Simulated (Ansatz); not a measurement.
This Ansatz (a first-principles code) input (PBE/def2-TZVPP) gives -438.49555 Eh with 129 basis functions. A basis named .json is the Basis Set Exchange file of that set (core-valence sets with the plain set on hydrogen).

Ansatz 0.2 input:
```yaml
crystal:
  periodic: [false, false, false]
  atoms:
    - {symbol: C, position_ang: [-0.04018470, 1.15654088, 0.00773656]}
    - {symbol: S, position_ang: [-0.05235919, -0.66642908, -0.00484680]}
    - {symbol: H, position_ang: [1.27920297, -0.84038919, 0.00081397]}
    - {symbol: H, position_ang: [-1.08380254, 1.46636619, 0.00449144]}
    - {symbol: H, position_ang: [0.43713012, 1.54268855, 0.90584820]}
    - {symbol: H, position_ang: [0.44632472, 1.55495443, -0.88002423]}
basis:
  gaussian:
    orbitals: def2-TZVPP
    fitting: {mean_field: def2-SV_P_-JKFIT.json}
hamiltonian:
  xc: {name: PBE}
magnetization: {spin_polarized: false}
```

Change:
```diff
- fitting: {mean_field: def2-SV_P_-JKFIT.json}
+ final_grid: {core_spheres: 4, valence_spheres: 3, degree: 11}
```

Question: What does the run give now?

Answer: -438.49145 Eh (PBE/def2-TZVPP, 129 functions), a change of +4.10 mEh.
